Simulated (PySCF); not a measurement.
Start geometry of Na3H3 ((NaH)3 ring) from GFN2-xTB (Å):
```
atom  x, y, z in Å
Na1    0.3697    1.0404   -1.3674
H2     1.5954    0.2189   -0.4812
Na3    1.2974   -0.8206    0.8567
H4    -0.3536   -0.9954    1.3044
Na5   -1.6673   -0.2245    0.5085
H6    -1.2416    0.7812   -0.8211
```

Question: What comes out of this run: PBE0-D3(BJ)/def2-SVP geometry optimisation, gas phase in PySCF?

Answer: 
```
atom  x, y, z in Å
Na1    0.4154    1.1672   -1.5301
H2     2.0271    0.2559   -0.6301
Na3    1.4531   -0.9284    0.9565
H4    -0.4493   -1.2620    1.6609
Na5   -1.8692   -0.2419    0.5762
H6    -1.5770    1.0091   -1.0334
```

The energy falls by 1.513 eV over 12 energy and gradient evaluations, the largest force component goes from 0.0341 to 1.8e-04 Eh/bohr, and the atoms move by 0.356 Å rms after alignment. The bond that changes most is H2–Na3 (ends: hydrogen bonded to 2 Na; sodium bonded to 2 H), which lengthens by 0.341 Å. Bonds longer at the end by more than 0.005 Å: 6 of 6; shorter: 0. Among the angles that change most is H2–Na1–H6, from 115.6° to 128.2°. Rotational constants go from 4562, 4560, 2280 to 3592, 3587, 1795 MHz. The orientation of the end geometry is arbitrary; only internal coordinates are fixed.

The run used 60 basis functions and 52 SCF cycles in all.

Stationary, but not proved a minimum.
